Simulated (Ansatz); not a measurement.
# How the elastic constant C12 of rock-salt HfC moves with the method

No measured value is used here.

| level (code) | value (GPa) | cell (Å³/atom) |
|---|---|---|
| LDA (Ansatz) | 108 | 11.95 |
| PBE (Ansatz) | (withheld) | 12.58 |
| PBEsol (Ansatz) | 104 | 12.22 |
| r²SCAN (Ansatz) | 108 | 12.49 |
| HSE06 (Ansatz) | 104 | 12.50 |

What belongs in the gaps?


- PBE (Ansatz, a first-principles code), value (GPa): 102

Density-functional levels without +SOC have no spin–orbit coupling. HSE06: hybrids on metals are sensitive to the k mesh. Each level is taken at its own relaxed cell. Cutoffs and k meshes differ between the levels. Ansatz's density-functional and Hartree–Fock values are scalar-relativistic unless marked +SOC, with PAW data made under PBE.
